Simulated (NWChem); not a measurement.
**Correlation energy of nitrogen trifluoride (F3N)**

```
N
F 1 1.3680
F 1 1.3681 2 102.35
F 1 1.3681 2 102.35 3 105.78
```
Charge 0, spin multiplicity 1.

Everything below was run with NWChem. All single points use one geometry, from B3LYP/def2-SVP, a minimum by its harmonic frequencies.

Basis set: 6-31G*. Each correlation energy counts from its own Hartree-Fock reference.

The correlated methods keep 4 core orbitals frozen. The Pople sets run with spherical d functions. No row is a measurement; the coupled-cluster row has its own basis-set and correlation limits.

| method | correlation energy (mHa) |
|---|---|
| MP2 | ___ |
| SCS-MP2 | ___ |
| CR-CCSD[T] | ___ |
| CR-CCSD(T) | -708.5 |
| CCSD | -693.8 |
| CCSD+T(CCSD) | ___ |
| CCSD(T) | -713.2 |

Task: What belongs in the gaps?

Result: 
- MP2, correlation energy (mHa): -684.7
- SCS-MP2, correlation energy (mHa): -657.2
- CR-CCSD[T], correlation energy (mHa): -710.4
- CCSD+T(CCSD), correlation energy (mHa): -715.7
